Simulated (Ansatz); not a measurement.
Relaxing K₃C

These are results of DFT PBE, scalar-relativistic, plane waves, PAW in Ansatz 0.2.0, not measurements. Cutoff 420 eV, Γ-centred k mesh, Gaussian smearing, no spin polarisation in the final step.

The start is a random cell of K₃C with space group P6_3/mmc (No. 194), drawn with lower limits on the distances.

```yaml
crystal:
  lattice:
    - [6.17101, 0.00000, 0.00000]
    - [-3.08551, 5.34425, 0.00000]
    - [0.00000, 0.00000, 7.60897]
  atoms:
    - { symbol: K, position: [0.50000, 0.00000, 0.00000] }
    - { symbol: K, position: [0.00000, 0.50000, 0.00000] }
    - { symbol: K, position: [0.50000, 0.50000, 0.00000] }
    - { symbol: K, position: [0.50000, 0.00000, 0.50000] }
    - { symbol: K, position: [0.00000, 0.50000, 0.50000] }
    - { symbol: K, position: [0.50000, 0.50000, 0.50000] }
    - { symbol: C, position: [0.66667, 0.33333, 0.25000] }
    - { symbol: C, position: [0.33333, 0.66667, 0.75000] }
```

Cell and atoms relax at zero pressure; the relaxation can't lower the symmetry of the start. After a coarse first stage the cell is made exact in the group found at 0.06 Å.

The zero of energy is the elements' standard structures at the same level; no fitted shifts are applied.

Q: Which crystal results?

A: It keeps P6_3/mmc (No. 194). Conventional cell: a = 7.941 Å, c = 7.548 Å. K has 2 C at 2.97 Å; around C lie 6 K at 2.97 Å.

Space group P6_3/mmc (No. 194). a = 7.941 Å, b = 7.941 Å, c = 7.548 Å, α = 90.00°, β = 90.00°, γ = 120.00°
```csv
atom,site,symmetry,x,y,z
K,6g,.2/m.,0.5000,0.0000,0.0000
C,2d,-6m2,0.6667,0.3333,0.2500
```

Q: What are its volume, energy, density and gap?

A: The volume per atom is 51.53 Å³ and the density is 1.04 g/cm³. The energy over the elements is 1.21 eV/atom. The gap on the 6×6×6 mesh is 0 eV (a metal).

The final run used a 6×6×6 mesh on its 8-atom cell and 0.10 eV smearing. For metals, differences of a few meV/atom aren't resolved. Symmetry constrained the relaxation, so the result can be a saddle point.

Cost: 2 runs of about 3 core-minutes in all, on Intel Xeon Platinum 8259CL (Skylake/Cascade Lake) (shared hosts).